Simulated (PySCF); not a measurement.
# One molecule, many functionals

Species: C4H6OS.
InChI=1S/C4H6OS/c1-3(5)4-2-6-4/h4H,2H2,1H3/t4-/m1/s1

Linear-response calculations in the def2-SVPD basis (PySCF; singlets by full response, triplets Tamm–Dancoff, core orbitals frozen in the response; HF means time-dependent Hartree–Fock). 'Strongest' is the level of largest summed f among the singlets computed (10 roots, of which the last may lack a degenerate partner); it can jump between rows when another state enters that window. S1 is the lowest singlet of each run and needn't be the same state throughout; f(S1) is that of one state. The structure is a single PBE0-D3(BJ)/def2-SVP conformer in the gas phase; no vibrational or solvent corrections.

```json
{"functional": "LDA", "kind": "LDA", "S1 (eV)": "3.55", "f(S1)": "0.008", "strongest (eV)": "6.08", "T1 (eV)": "3.21", "HOMO (eV)": "-5.86", "gap (eV)": "3.36", "ionisation energy, ΔSCF (eV)": "8.86"}
{"functional": "PBE", "kind": "GGA", "S1 (eV)": "3.62", "f(S1)": "0.008", "strongest (eV)": "6.01", "T1 (eV)": "3.21", "HOMO (eV)": "-5.73", "gap (eV)": "3.44", "ionisation energy, ΔSCF (eV)": "8.68"}
{"functional": "B3LYP", "kind": "global hybrid, 20% exact exchange", "S1 (eV)": "4.07", "f(S1)": "0.005", "strongest (eV)": "7.10", "T1 (eV)": "3.57", "HOMO (eV)": "-6.82", "gap (eV)": "5.35", "ionisation energy, ΔSCF (eV)": "9.08"}
{"functional": "PBE0", "kind": "global hybrid, 25% exact exchange", "S1 (eV)": "4.14", "f(S1)": "0.004", "strongest (eV)": "7.32", "T1 (eV)": "3.58", "HOMO (eV)": "-7.05", "gap (eV)": "5.82", "ionisation energy, ΔSCF (eV)": "9.11"}
{"functional": "BHandHLYP", "kind": "global hybrid, 50% exact exchange", "S1 (eV)": "4.47", "f(S1)": "0.002", "strongest (eV)": "7.83", "T1 (eV)": "3.92", "HOMO (eV)": "-8.22", "gap (eV)": "8.15", "ionisation energy, ΔSCF (eV)": "9.24"}
{"functional": "CAM-B3LYP", "kind": "range-separated hybrid", "S1 (eV)": "4.28", "f(S1)": "0.002", "strongest (eV)": "7.58", "T1 (eV)": "3.73", "HOMO (eV)": "-8.42", "gap (eV)": "8.34", "ionisation energy, ΔSCF (eV)": "9.34"}
{"functional": "wB97X-D", "kind": "range-separated hybrid", "S1 (eV)": "4.27", "f(S1)": "0.002", "strongest (eV)": "7.65", "T1 (eV)": "3.76", "HOMO (eV)": "-8.92", "gap (eV)": "9.49", "ionisation energy, ΔSCF (eV)": "9.33"}
{"functional": "LC-wPBE", "kind": "range-separated hybrid", "S1 (eV)": "4.33", "f(S1)": "0.001", "strongest (eV)": "7.89", "T1 (eV)": "3.73", "HOMO (eV)": "-9.79", "gap (eV)": "10.87", "ionisation energy, ΔSCF (eV)": "9.44"}
{"functional": "HF", "kind": "Hartree–Fock", "S1 (eV)": "4.98", "f(S1)": "0.001", "strongest (eV)": "8.39", "T1 (eV)": "4.41", "HOMO (eV)": "-10.01", "gap (eV)": "12.22", "ionisation energy, ΔSCF (eV)": "not settled"}
```

S1 runs from 3.55 eV (LDA) to 4.98 eV (HF), a spread of 1.43 eV, while the orbital gap spreads over 8.9 eV. Along PBE (0%), B3LYP (20%), PBE0 (25%), BHandHLYP (50%), HF (100%) S1 rises with the share of exact exchange. −ε(HOMO) comes closest to its own ΔSCF ionisation energy with LC-wPBE (+0.35 eV) and misses most with LDA (-3.00 eV). 'Not settled' means that the ion's SCF failed to converge or may have ended in another state than the lowest.
